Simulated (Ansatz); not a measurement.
Total energies of `C/C=C(/C)F`.

```xyz
12

C     0.100    1.938   -0.232
C     0.477    0.508   -0.059
C    -0.370   -0.502    0.059
C    -0.069   -1.941    0.232
F    -1.701   -0.269    0.025
H     0.508    2.342   -1.163
H    -0.982    2.065   -0.252
H     0.501    2.551    0.581
H     1.531    0.254   -0.024
H     1.008   -2.107    0.257
H    -0.497   -2.525   -0.588
H    -0.506   -2.315    1.163
```

Total charge 0; spin multiplicity 1. The structure was optimised at the PBE0-D4/def2-TZVP level. Basis def2-TZVPP, Ansatz 0.2.0.

RPA on PBE orbitals: Hartree–Fock energy of these orbitals -255.02093 Eh, correlation -1.49228 Eh (frozen core).

```
functional  energy without D4 (Eh)  D4 term (kJ/mol)
     BHLYP              -256.43210             -20.0
 CAM-B3LYP              -256.45666             -15.4
```

(1) Give the same for LDA (SPW92), PBE, revPBE, BLYP, r2SCAN, B97M-V, PBE0, B3LYP, r2SCANh, r2SCAN0, HSE06 (plane-wave form), LC-ωPBE, ωB97X-V, ωB97M-V, B2PLYP, PBE-QIDH. (An estimate is asked.)

B3LYP takes the VWN-RPA correlation (the form of Gaussian; ORCA's B3LYP/G). HSE06 is the plane-wave form, built on full-range PBE exchange. The double hybrids freeze the cores in their second-order part.

Answers

(1) Ansatz gave: 
| functional | energy without D4 (Eh) | D4 term (kJ/mol) |
| --- | --- | --- |
| LDA (SPW92) | -254.45447 | – |
| PBE | -256.25658 | -18.6 |
| revPBE | -256.48782 | -66.6 |
| BLYP | -256.47876 | -42.0 |
| r2SCAN | -256.42947 | -4.8 |
| B97M-V | -256.53902 | – |
| PBE0 | -256.27950 | -15.5 |
| B3LYP | -256.57932 | -29.5 |
| r2SCANh | -256.41779 | -5.0 |
| r2SCAN0 | -256.40138 | -5.4 |
| HSE06 (plane-wave form) | -256.26583 | -14.2 |
| LC-ωPBE | -256.41323 | – |
| ωB97X-V | -256.48970 | – |
| ωB97M-V | -256.45942 | – |
| B2PLYP | -256.36685 | – |
| PBE-QIDH | -256.24278 | – |

LC-ωPBE has ω = 0.4 bohr⁻¹.
